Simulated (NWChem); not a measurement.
Everything below was run with NWChem. System: CH2O, charge 0, spin multiplicity 1, displaced from the optimised geometry.

Input file:

```
start mol
memory heap 100 mb stack 700 mb global 1900 mb
geometry units angstroms nocenter noautoz noautosym
  C      0.000000     0.000000     0.522802
  O      0.000000     0.000000    -1.869339
  H     -0.944428     0.000000     1.124670
  H      0.944428     0.000000     1.124670
end
basis spherical
  * library cc-pvdz
end
scf
  rhf
  nopen 0
  maxiter 100
  thresh 1e-7
  semidirect memsize 60000000 filesize 0
end
ccsd
  freeze core 2
  maxiter 60
end
task ccsd(t) energy
```

The output up to the point where the run's verdict is printed (cleaned and shortened):

```
             Northwest Computational Chemistry Package (NWChem) 7.3.0
             --------------------------------------------------------

                                NWChem Input Module
                                -------------------

 Scaling coordinates for geometry "geometry" by  1.889725989
 (inverse scale =  0.529177249)

                             Geometry "geometry" -> ""
                             -------------------------

 Output coordinates in angstroms (scale by  1.889725989 to convert to a.u.)

  No.       Tag          Charge          X              Y              Z
 ---- ---------------- ---------- -------------- -------------- --------------
    1 C                    6.0000     0.00000000     0.00000000     0.52280200
    2 O                    8.0000     0.00000000     0.00000000    -1.86933900
    3 H                    1.0000    -0.94442800     0.00000000     1.12467000
    4 H                    1.0000     0.94442800     0.00000000     1.12467000

 Effective nuclear repulsion energy (a.u.)      19.2656377823

            Nuclear Dipole moment (a.u.)
            ----------------------------
        X                 Y               Z
 ---------------- ---------------- ----------------
     0.0000000000     0.0000000000   -18.0819565053


 Summary of "ao basis" -> "" (spherical)
 ------------------------------------------------------------------------------
       Tag                 Description            Shells   Functions and Types
 ---------------- ------------------------------  ------  ---------------------
 *                          cc-pvdz                   on all atoms

 Summary of "ao basis" -> "ao basis" (spherical)
 ------------------------------------------------------------------------------
       Tag                 Description            Shells   Functions and Types
 ---------------- ------------------------------  ------  ---------------------
 C                          cc-pvdz                  6       14   3s2p1d
 O                          cc-pvdz                  6       14   3s2p1d
 H                          cc-pvdz                  3        5   2s1p
[...]
  29     -0.2876456980  3.554D-05  1.626D-04     0.43     0.00     0.41
  30     -0.2876440020  1.696D-06  1.439D-04     0.47     0.00     0.46
  31     -0.2876368591  7.143D-06  1.240D-04     0.46     0.00     0.44
  32     -0.2876400623 -3.203D-06  9.738D-05     0.46     0.00     0.44
  33     -0.2876403056 -2.433D-07  1.087D-04     0.44     0.00     0.43
  34     -0.2876426377 -2.332D-06  1.072D-04     0.46     0.00     0.45
  35     -0.2876427259 -8.826D-08  1.081D-04     0.44     0.00     0.43
  36     -0.2876444955 -1.770D-06  1.119D-04     0.45     0.00     0.44
  37     -0.2876383902  6.105D-06  1.077D-04     0.43     0.00     0.41
  38     -0.2876328720  5.518D-06  9.599D-05     0.46     0.00     0.44
  39     -0.2876302162  2.656D-06  6.934D-05     0.45     0.00     0.43
  40     -0.2876269471  3.269D-06  7.123D-05     0.46     0.00     0.44
  41     -0.2876210116  5.936D-06  6.088D-05     0.46     0.00     0.44
  42     -0.2876157337  5.278D-06  2.774D-05     0.46     0.00     0.44
  43     -0.2876118648  3.869D-06  2.012D-05     0.44     0.00     0.43
  44     -0.2876106336  1.231D-06  1.396D-05     0.41     0.00     0.40
  45     -0.2876089657  1.668D-06  2.367D-05     0.47     0.00     0.45
  46     -0.2876074152  1.551D-06  1.061D-05     0.45     0.00     0.43
  47     -0.2876066828  7.324D-07  9.903D-06     0.45     0.00     0.43
  48     -0.2876055244  1.158D-06  5.075D-06     0.45     0.00     0.43
  49     -0.2876054195  1.050D-07  3.434D-06     0.46     0.00     0.44
  50     -0.2876052635  1.560D-07  4.162D-06     0.45     0.00     0.43
  51     -0.2876052500  1.352D-08  4.355D-06     0.45     0.00     0.44
  52     -0.2876052429  7.062D-09  4.338D-06     0.45     0.00     0.43
  53     -0.2876052239  1.905D-08  4.329D-06     0.47     0.00     0.45
  54     -0.2876052441 -2.024D-08  4.261D-06     0.46     0.00     0.44
  55     -0.2876051448  9.933D-08  3.689D-06     0.46     0.00     0.44
  56     -0.2876048774  2.674D-07  2.549D-06     0.46     0.00     0.44
  57     -0.2876043039  5.734D-07  1.668D-06     0.45     0.00     0.43
  58     -0.2876040572  2.467D-07  1.047D-06     0.47     0.00     0.46
  59     -0.2876038902  1.671D-07  1.122D-06     0.43     0.00     0.41
  60     -0.2876038574  3.276D-08  1.040D-06     0.46     0.00     0.44
                  ****maximum iterations exceeded****
-------------------------------------------------------------------------

 -----------
 CCSD Energy
 -----------
 Reference energy:            -113.569773283374104
 CCSD corr. energy:             -0.287603857404742
 Total CCSD energy:           -113.857377140778851

 --------------------------------
 Spin Component Scaled (SCS) CCSD
 --------------------------------
 Same spin contribution:                 -0.042298482899932
 Same spin scaling factor:                1.130000000000000
 Opposite spin contribution:             -0.245305374504810
 Opposite spin scaling fact.:             1.270000000000000
 SCS-CCSD correlation energy:            -0.359335111298032
 Total SCS-CCSD energy:                -113.929108394672141

 routine      calls  cpu(0)   cpu-min  cpu-ave  cpu-max   i/o
 aoccsd          1     0.00     0.00     0.00     0.00    0.00
 iterdrv         1     0.04     0.04     0.04     0.04    0.00
 pampt          60     0.11     0.11     0.11     0.11    0.00
 t2pm           60     0.15     0.15     0.15     0.15    0.00
 sxy            60     0.33     0.33     0.33     0.33    0.00
 ints      1750980    23.05    23.05    23.05    23.05    0.00
 t2eri       10260     1.99     1.99     1.99     1.99    0.00
 idx2        10260     0.56     0.56     0.56     0.56    0.00
 idx34          60     0.05     0.05     0.05     0.05    0.00
 ht2pm          60     0.20     0.20     0.20     0.20    0.00
 itm            60     0.57     0.57     0.57     0.57    0.00
 pdiis          60     0.05     0.05     0.05     0.05    0.00
 Total                27.10    27.10    27.10    27.10    0.00
```

The run crashed. NWChem stopped with the message: ccsd(t) energy failed.
